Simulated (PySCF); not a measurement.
## Highest orbital energy against ionisation energy along group 15

Calculated with PySCF 2.14, no spin-orbit coupling. Each cell gives −ε(HOMO) / ΔSCF in eV; NIST values include spin-orbit coupling, (s) semi-empirical, (t) theoretical.

```tsv
species	UHF	LDA	PBE	PBE0	r2SCAN	NIST (lowest levels)
N (aug-cc-pVQZ with one added diffuse shell each of s, p, d, f, g type, non-relativistic)	15.535 / 13.894	8.404 / 15.007	8.305 / 14.731	10.216 / 14.702	8.896 / 14.805	14.534
P (aug-cc-pV(Q+d)Z with one added diffuse shell each of s, p, d, f, g type, non-relativistic)	10.669 / 9.906	6.297 / 10.578	6.295 / 10.490	7.535 / 10.530	6.693 / 10.625	10.487
As (aug-cc-pVQZ-PP with one added diffuse shell each of s, p, d, f, g type with ECP10MDF, ECP)	10.042 / 9.409	5.936 / 9.981	5.902 / 9.844	7.079 / 9.912	6.297 / 10.065	9.789
Sb (aug-cc-pVQZ-PP with one added diffuse shell each of s, p, d, f, g type with ECP28MDF, ECP)	9.097 / 8.576	5.521 / 9.121	5.465 / 8.964	6.521 / 9.040	5.828 / 9.167	8.608
Bi (aug-cc-pVQZ-PP with one added diffuse shell each of s, p, d, f, g type with ECP60MDF, ECP)	8.682 / 8.206	5.286 / 8.753	5.197 / 8.567	6.206 / 8.638	5.559 / 8.761	7.286
```

Problem. How far is −ε(HOMO) from ΔSCF on average for each method, and why?

Solution. UHF 0.81 eV; LDA -4.40 eV; PBE -4.29 eV; PBE0 -3.05 eV; r2SCAN -4.03 eV. Hartree-Fock orbital energies lack relaxation and so exceed the ΔSCF value; semilocal functionals have convex E(N) from self-interaction, so their HOMO lies far too high; exact exchange moves hybrids part of the way back.
